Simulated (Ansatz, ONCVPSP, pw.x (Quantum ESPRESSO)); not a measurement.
**pw.x on fcc P: one setting changed**

Potential: optimised norm-conserving Vanderbilt (ONCV), ONCVPSP 4.0.1, PBEsol; core [Ne], reference 3s2 3p3; waves: 3s: rc 1.30 bohr, ncon 3, nbas 8, qcut 5 1/bohr, local; 3p: rc 1.65 bohr, ncon 4, nbas 7, qcut 4.1 1/bohr, 2 projectors, debl 0.4 Ha; d scattering state at 0.46 Ha: rc 1.35 bohr, ncon 4, nbas 9, qcut 6.6 1/bohr, 2 projectors, debl 1.8 Ha; local part: the s channel; core correction: Teter function, fcfact 4.25, rcfact 1.25.

The reference run (k-mesh 15³, cutoffs 50/200 Ry, Fermi–Dirac 0.01 Ry, mixing_beta 0.4, conv_thr 1e-9, no spin) gives -0.33 GPa at 14.096 Å³/atom, where all-electron LAPW gives -0.60 GPa. This run, with its own iteration cap, changes k-mesh points per axis to 2.

```
&control
  calculation='scf', prefix='x', pseudo_dir='./', outdir='./tmp', tstress=.true., disk_io='none'
/
&system
  ibrav=0, nat=1, ntyp=1, ecutwfc=50, ecutrho=200, nbnd=9,
  occupations='smearing', smearing='fd', degauss=0.01
/
&electrons
  conv_thr=1e-09, mixing_beta=0.4, electron_maxstep=60
/
ATOMIC_SPECIES
P 1.0 P.UPF
CELL_PARAMETERS angstrom
  0.00000000 1.91729364 1.91729364
  1.91729364 0.00000000 1.91729364
  1.91729364 1.91729364 0.00000000
ATOMIC_POSITIONS crystal
P 0.0000 0.0000 0.0000
K_POINTS automatic
2 2 2 0 0 0
```

```bash
pw.x < P.scf.in > P.scf.out
```

Task: How does the run end?

Result: It converges in 6 iterations; the free energy moves by -402.1 meV/atom and the pressure by +5.56 GPa.

```
Message from routine setup:
     using ibrav=0 with symmetry is DISCOURAGED, use correct ibrav instead
     lattice parameter (alat)  =       5.1239  a.u.
     unit-cell volume          =      95.1245 (a.u.)^3
     number of electrons       =         5.00
     number of Kohn-Sham states=            9
     kinetic-energy cutoff     =      50.0000  Ry
     charge density cutoff     =     200.0000  Ry
     scf convergence threshold =      1.0E-09
     Exchange-correlation= PBESOL
     number of k points=     3  Fermi-Dirac smearing, width (Ry)=  0.0100
     iteration #  1     ecut=    50.00 Ry     beta= 0.40
     total energy              =     -13.92385736 Ry
     estimated scf accuracy    <       0.00081066 Ry
     iteration #  2     ecut=    50.00 Ry     beta= 0.40
     total energy              =     -13.92391232 Ry
     estimated scf accuracy    <       0.00026648 Ry
     iteration #  3     ecut=    50.00 Ry     beta= 0.40
     total energy              =     -13.92392829 Ry
     estimated scf accuracy    <       0.00000446 Ry
     iteration #  4     ecut=    50.00 Ry     beta= 0.40
     total energy              =     -13.92392872 Ry
     estimated scf accuracy    <       0.00000009 Ry
     iteration #  5     ecut=    50.00 Ry     beta= 0.40
     total energy              =     -13.92392873 Ry
     estimated scf accuracy    <          1.8E-09 Ry
     iteration #  6     ecut=    50.00 Ry     beta= 0.40
     the Fermi energy is    12.5856 ev
!    total energy              =     -13.92392873 Ry
     estimated scf accuracy    <          3.9E-11 Ry
     smearing contrib. (-TS)   =      -0.00675842 Ry
     The total energy is F=E-TS. E is the sum of the following terms:
     one-electron contribution =       5.93875411 Ry
     hartree contribution      =       0.22025527 Ry
     xc contribution           =      -4.25828095 Ry
     ewald contribution        =     -15.81789874 Ry
     convergence has been achieved in   6 iterations
          total   stress  (Ry/bohr**3)                   (kbar)     P=       52.32
     Message from routine punch:
     Nothing written, as per user request (disk_io='none')
```

The run took about 0.9 s on one core of a shared server CPU.
